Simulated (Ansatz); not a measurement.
Relaxation of Li₃H₃ with RKS r2SCAN-D4/def2-TZVP.

```sh
$ ansatz run in.yaml --threads 4 --pin off --events-out ev --progress --plain --max-ram 3916MiB
```

```yaml
crystal:
  periodic: [false, false, false]
  atoms:
    - {symbol: Li, position_ang: [0.969680, 0.058610, 1.091970]}
    - {symbol: Li, position_ang: [0.271310, -0.809580, -1.179960]}
    - {symbol: Li, position_ang: [-1.231540, 0.750490, 0.086260]}
    - {symbol: H, position_ang: [-0.321140, 1.024320, 1.435960]}
    - {symbol: H, position_ang: [1.552060, -0.872820, -0.140500]}
    - {symbol: H, position_ang: [-1.240370, -0.151020, -1.293720]}
basis:
  gaussian: {orbitals: def2-TZVP}
hamiltonian: {xc: r2scan, dispersion: d4}
scf: {omitted_lower_state_checks: [starts]}
output: {orbitals: {seedname: orbitals}}
relax: {f_tol: 0.02, max_steps: 100}
```

Hardware: 4 threads of Arm Neoverse N1 on a shared host. Wall time 3.4 s.

Positions (Å) and forces (eV/Å) at steps 1, 2, 3 of 3:

```xyz
6
step=1 energy=-662.3944 eV
Li    0.970    0.059    1.092    0.580    0.040    0.611
Li    0.271   -0.810   -1.180    0.157   -0.484   -0.679
Li   -1.232    0.750    0.086   -0.746    0.443    0.080
H    -0.321    1.024    1.436   -0.021    0.038    0.053
H     1.552   -0.873   -0.141    0.051   -0.040    0.000
H    -1.240   -0.151   -1.294   -0.021    0.002   -0.066
6
step=2 energy=-662.5899 eV
Li    1.105    0.082    1.225   -0.042    0.009   -0.078
Li    0.304   -0.925   -1.331   -0.015    0.040    0.072
Li   -1.404    0.839    0.108    0.055   -0.047    0.004
H    -0.316    0.998    1.406   -0.034    0.082    0.125
H     1.511   -0.861   -0.133    0.128   -0.089   -0.004
H    -1.201   -0.133   -1.274   -0.092    0.004   -0.118
6
step=3 energy=-662.6035 eV
Li    1.098    0.100    1.189    0.014    0.003    0.012
Li    0.298   -0.916   -1.304    0.003   -0.011   -0.014
Li   -1.395    0.816    0.115   -0.018    0.008    0.002
H    -0.329    1.015    1.441   -0.002    0.004    0.006
H     1.545   -0.899   -0.130    0.006   -0.005    0.000
H    -1.217   -0.116   -1.311   -0.004    0.002   -0.006
```

The structure comes from a short search, and lower isomers may exist.
